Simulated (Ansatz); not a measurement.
This geometry of AlBH₆Si (9 atoms, charge 0, multiplicity 1) is a first-order saddle point.

Computed with RKS PBE0-D4/6-31G* in Ansatz 0.2.0.

```xyz
9
Properties=species:S:1:pos:R:3
B -1.346 1.102 -1.457
Al 0.385 0.849 -0.170
Si 0.763 -1.228 1.096
H -2.164 0.237 -1.618
H -1.552 2.122 -2.057
H 1.450 2.032 0.010
H 2.160 -1.395 1.602
H 0.437 -2.449 0.296
H -0.133 -1.270 2.297
```

(1) Which two structures does it join? (They come from a converged band through this point; their orientation in space is the band's.)

(2) How far does it lie above each of them?

Answers

(1) No bond is made or broken. The dihedral H6–Al2–Si3–H9 goes from 51 to 171°. The two ends are copies of one structure, up to a mirror image or an exchange of like atoms.

Image 0:

```xyz
9
Properties=species:S:1:pos:R:3
B -1.207 1.052 -1.588
Al 0.258 0.887 -0.069
Si 0.685 -1.214 1.148
H -0.969 0.820 -2.744
H -2.347 1.366 -1.368
H 1.169 2.141 0.336
H 2.030 -1.762 0.789
H -0.309 -2.294 0.868
H 0.690 -0.996 2.627
```

Image 8:

```xyz
9
Properties=species:S:1:pos:R:3
B -1.354 1.181 -1.349
Al 0.469 0.715 -0.382
Si 0.683 -1.198 1.157
H -1.662 0.709 -2.412
H -2.178 1.918 -0.875
H 1.792 1.582 -0.636
H 1.337 -0.804 2.442
H 1.536 -2.268 0.549
H -0.623 -1.835 1.507
```

(2) 19.5 kJ/mol above the first and 19.5 kJ/mol above the second. This is the barrier of this one path; another mechanism may lie lower.

The run took 5.2 min on 1 thread of Arm Neoverse V2, with other jobs on the host, peak memory 0.12 GiB.
